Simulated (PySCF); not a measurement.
# Gas-phase XPS of streptocyanine-3, computed

Species: streptocyanine-3, C₃H₇N₂ (charge +1).
Geometry (GFN2-xTB, Å), atoms numbered from 1 in this order:
```xyz
12
C3H7N2 angstrom
N      2.1837    0.3140   -0.9238
C      0.8773    0.1929   -0.9006
C      0.1320   -0.0193    0.2449
C     -1.2452   -0.1387    0.2046
N     -2.0042   -0.3405    1.2559
H      2.6870    0.4684   -1.7846
H      2.7253    0.2544   -0.0718
H      0.3674    0.2676   -1.8543
H      0.6391   -0.0941    1.1968
H     -1.7536   -0.0636   -0.7497
H     -3.0068   -0.4207    1.1769
H     -1.6008   -0.4211    2.1797
```

Method used: PySCF 2.14.0, delta-SCF UKS SCAN, pcX-2 on the ionised atom, pcseg-1 elsewhere, spin-free X2C. These are vertical core ionisation energies against the vacuum level, from separate self-consistent calculations with and without the core hole.

Problem. List the computed XPS lines with their assignment.

Solution. 
| atom(s) | bonded to | level | binding energy (eV) | count |
| --- | --- | --- | --- | --- |
| C3 | 2 C and H | C 1s | 295.39 | 1 |
| N1/N5 | C and 2 H | N 1s | 411.10 | 2 |

Problem. Express the binding energy of N 1s of N1/N5 in atomic units and per mole.

Solution. 411.10 eV = 15.1076 Eh = 39665 kJ/mol.

Problem. Which effective nuclear charge Zeff reproduces each element's mean 1s value in the hydrogen-like formula E = 13.606 eV × Zeff²?

Solution. C (Z = 6): mean 295.4 eV, Zeff = 4.66, Z − Zeff = 1.34; N (Z = 7): mean 411.1 eV, Zeff = 5.50, Z − Zeff = 1.50. Means run over the listed sites, weighted by atom count.

Atoms equivalent by their bonding share one computed value, that of the first of them. The list is incomplete; no value stands for C 1s of C2, C4 (hole states with ⟨S²⟩ of 1 or more are left out). The species carries charge +1, so core ionisation leaves charge +2. Isolated species at its GFN2-xTB geometry (one conformer only).
